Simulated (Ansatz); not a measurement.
# C₄H₁₀N₂: basis-set convergence

Aim: see how fast density functionals converge with the basis set for C₄H₁₀N₂.

Program: Ansatz 0.2.0, Gaussian basis. Level of theory: one geometry, several basis sets. These are calculated values, not measurements.

The runs, in order: PBE0-D4/def2-SVP; ωB97M-V/def2-SVP; PBE0-D4/def2-QZVPP; ωB97M-V/def2-QZVPP; the functionals' def2-TZVPP values are taken from earlier runs.

### 1 The geometry

An earlier PBE0-D4 in a triple-zeta def2 set relaxation fixed the geometry.

SMILES `C1CNCCN1`, 16 atoms, charge 0, spin multiplicity 1.

Atoms are counted from 1 here; the program's logs count them from 0.

Bond lengths: C1–C2 1.543 Å, C1–N6 1.449 Å, C1–H7 1.095 Å, C1–H8 1.092 Å, C2–N3 1.454 Å, C2–H9 1.104 Å, C2–H10 1.095 Å, N3–C4 1.448 Å, N3–H11 1.010 Å, C4–C5 1.540 Å, C4–H12 1.105 Å, C4–H13 1.092 Å, C5–N6 1.457 Å, C5–H14 1.092 Å, C5–H15 1.096 Å, N6–H16 1.012 Å. Angles: C2–C1–N6 112.9°, C2–C1–H7 110.0°, C2–C1–H8 110.3°, N6–C1–H7 107.4°, N6–C1–H8 109.6°, H7–C1–H8 106.4°, C1–C2–N3 108.7°, C1–C2–H9 109.1°, C1–C2–H10 110.5°, N3–C2–H9 112.8°, N3–C2–H10 108.4°, H9–C2–H10 107.3°, C2–N3–C4 110.8°, C2–N3–H11 110.8°, C4–N3–H11 111.5°, N3–C4–C5 107.7°, N3–C4–H12 112.3°, N3–C4–H13 109.5° and more.

### 2 PBE0-D4 in def2-SVP

The input, in.yaml:

```yaml
crystal:
  periodic: [false, false, false]
  atoms:
    - {symbol: C, position_ang: [-0.660468, 0.190501, 1.217171]}
    - {symbol: C, position_ang: [0.876098, 0.076300, 1.128368]}
    - {symbol: N, position_ang: [1.273009, 0.192448, -0.265915]}
    - {symbol: C, position_ang: [0.421606, -0.617412, -1.112792]}
    - {symbol: C, position_ang: [-0.969629, 0.042597, -1.145150]}
    - {symbol: N, position_ang: [-1.246249, 0.823814, 0.053027]}
    - {symbol: H, position_ang: [-1.105161, -0.805877, 1.306576]}
    - {symbol: H, position_ang: [-0.947929, 0.739342, 2.116774]}
    - {symbol: H, position_ang: [1.193586, -0.877044, 1.585287]}
    - {symbol: H, position_ang: [1.354135, 0.883054, 1.692866]}
    - {symbol: H, position_ang: [2.247251, -0.046581, -0.382403]}
    - {symbol: H, position_ang: [0.338755, -1.657899, -0.751013]}
    - {symbol: H, position_ang: [0.845867, -0.664098, -2.118383]}
    - {symbol: H, position_ang: [-1.051793, 0.709788, -2.005975]}
    - {symbol: H, position_ang: [-1.740727, -0.727882, -1.259149]}
    - {symbol: H, position_ang: [-0.828358, 1.738929, -0.059309]}
basis:
  gaussian: {orbitals: def2-SVP}
hamiltonian: {xc: pbe0, dispersion: d4}
output: {orbitals: {seedname: orbitals}}
```

On the command line:

```sh
$ ansatz run in.yaml --threads 2 --pin off --events-out ev --progress --plain --max-ram 32768MiB --backend cpu
```

The runs that follow: ωB97M-V in def2-SVP; PBE0-D4 in def2-QZVPP; ωB97M-V in def2-QZVPP.

Q: Predict the results of all the runs planned. Wanted: PBE0-D4: double and triple zeta above quadruple; ωB97M-V: double and triple zeta above quadruple.

As calculated:

```
                                       quantity          value
PBE0-D4: double and triple zeta above quadruple  8.43, 0.42 eV
ωB97M-V: double and triple zeta above quadruple  8.81, 0.41 eV
```

What this shows: PBE0-D4 gains 8.01 eV from double to triple zeta, then 0.42 eV more. Total energies overstate the basis error of differences, where much of it tends to cancel. The LUMO of ωB97M-V is positive and keeps falling with the basis (3.27 to 1.76 eV): an unbound level that the basis holds in place.
